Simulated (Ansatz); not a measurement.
How far each method lies from full CI for Si2H2⁺ (H-bridged), doublet

Geometry: that of the Si2H2 (H-bridged), singlet, kept fixed.

```yaml
atoms:
  - { symbol: Si, position_ang: [0.0000, 0.0641, 1.0054] }
  - { symbol: Si, position_ang: [0.0000, -0.0046, -1.0948] }
  - { symbol: H, position_ang: [0.0000, -0.3818, 2.4302] }
  - { symbol: H, position_ang: [0.0000, -1.2748, 0.0623] }
```

Basis 6-31G; Ansatz 0.2.0. Correlated methods freeze the noble-gas cores, which leaves 9 electrons in 20 orbitals. Prefix R: restricted or restricted open-shell reference; prefix U: unrestricted. Active spaces: valence = (9e, 10o) chosen from the atoms' valence shells.

Full CI is exact within this basis and frozen core; it isn't the basis-set limit. The frozen core follows each run's orbitals, which can shift R against U totals by a few meV.

For open shells CISD and CISDTQ are restricted-active-space CI with the open shells as a complete middle space.

```
UHF ⟨S²⟩                          : 0.761
T1 diagnostic (RCCSD)             : 0.0193
largest doubles amplitude (RCCSD) : 0.070
T1 diagnostic (UCCSD)             : 0.0196
```

| level | E − E(RHF) (eV) |
| --- | --- |
| UHF | -0.0380 |
| RMP2 | -2.4274 |
| UMP2 | -2.4275 |
| RCCSD | -3.1787 |
| UCCSD | -3.1794 |
| RCCSD(T) | -3.2814 |
| UCCSD(T) | -3.2813 |

Q: Estimate how far full CI in 6-31G lies from RCCSD(T). The table doesn't fix it; the size of (T) and the diagnostics are the guide.

A: Full CI in 6-31G lies 3.6 kJ/mol below RCCSD(T), which is 36 % of the (T) step (-9.9 kJ/mol). The diagnostics give no warning, yet the rest is a sizeable part of (T).

The other levels:

```
                            level  E − E(full CI) (kJ/mol)  share of correlation (%)     wall time
                             CISD                     31.8                     90.08        0.39 s
                          BCCD(T)                      3.6                     98.86        0.78 s
                           RCCSDT                      0.8                     99.74             –
                           UCCSDT                      0.8                     99.74             –
                           CISDTQ                      1.4                     99.57  7.5 s (H100)
                        RCCSDT(Q)                      0.2                     99.94         2.7 s
                        UCCSDT(Q)                      0.2                     99.95         2.4 s
                          RCCSDTQ                      0.1                     99.98   19 s (H100)
                          UCCSDTQ                      0.1                     99.98   27 s (H100)
           CASSCF (valence space)                     63.1                     80.29             –
           NEVPT2 (valence space)                     16.6                     94.82         4.2 s
           MRCISD (valence space)                      1.8                     99.45             –
         MRCISD+Q (valence space)                      0.7                     99.79   20 s (H100)
MRCISD+Q(relaxed) (valence space)                     -0.1                    100.03   29 s (H100)
```

The correlation energy at full CI, counted from RHF, is -3.319 eV. That run took 22 s on 2 threads of AMD EPYC 7R13 with a shared H100 80 GB, shared host over 37,560,336 determinants.

Times hold each run's SCF and search for its determinant on a shared host, so for small cases they say little of a method's own cost; rows without a card ran on 1 thread of AMD EPYC 7R13.

The full-CI state has the irrep A'' of Cs, in the program's axes.

Natural occupations of full CI about the gap: 1.975 1.958 1.931 1.911 0.981 0.070 0.053 0.046 0.035 0.018; effectively unpaired electrons, Σ n²(2−n)², 1.10.
